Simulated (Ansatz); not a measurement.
Process, species as SMILES: O=CO + 3 [H][H] (H2) → C (CH4) + 2 O (H2O)
B3LYP-D3(BJ)/def2-TZVP geometries, fixed; electronic energies without zero-point terms.
Largest species:
```xyz
5

O     -1.0316    -0.4355    -0.0191
C      0.0042     0.4206     0.0039
O      1.1586     0.1057     0.0179
H     -0.6697    -1.3375    -0.0221
H     -0.3712     1.4518     0.0079
```

Core correlation in the energy of full hydrogenation at MP2 with Ansatz (an electronic-structure program), in kcal/mol: frozen core against all electrons. Core-valence sets carry the plain set on hydrogen. Species with rotatable bonds are taken in one conformer.

```json
[
 {"basis": "cc-pVDZ", "functions, most": "52", "frozen core": "-44.25", "all electrons": "-44.67", "core term (second minus first)": "-0.42"},
 {"basis": "cc-pCVDZ", "functions, most": "64", "frozen core": "-44.31", "all electrons": "-44.62", "core term (second minus first)": "-0.31"},
 {"basis": "cc-pVTZ", "functions, most": "118", "frozen core": "-52.65", "all electrons": "-53.77", "core term (second minus first)": "-1.12"},
 {"basis": "cc-pCVTZ", "functions, most": "157", "frozen core": "-52.33", "all electrons": "-52.64", "core term (second minus first)": "-0.32"},
 {"basis": "cc-pwCVTZ", "functions, most": "157", "frozen core": "-52.15", "all electrons": "-52.53", "core term (second minus first)": "-0.37"},
 {"basis": "cc-pVQZ", "functions, most": "225", "frozen core": "-55.27", "all electrons": "-56.30", "core term (second minus first)": "-1.03"},
 {"basis": "cc-pCVQZ", "functions, most": "312", "frozen core": "-55.10", "all electrons": "-55.48", "core term (second minus first)": "-0.38"},
 {"basis": "cc-pwCVQZ", "functions, most": "312", "frozen core": "-55.05", "all electrons": "-55.43", "core term (second minus first)": "-0.38"}
]
```

The largest core-valence set, cc-pwCVQZ, gives a core term of -0.38 kcal/mol; the valence set cc-pVQZ, which lacks functions for the core, gives -1.03.
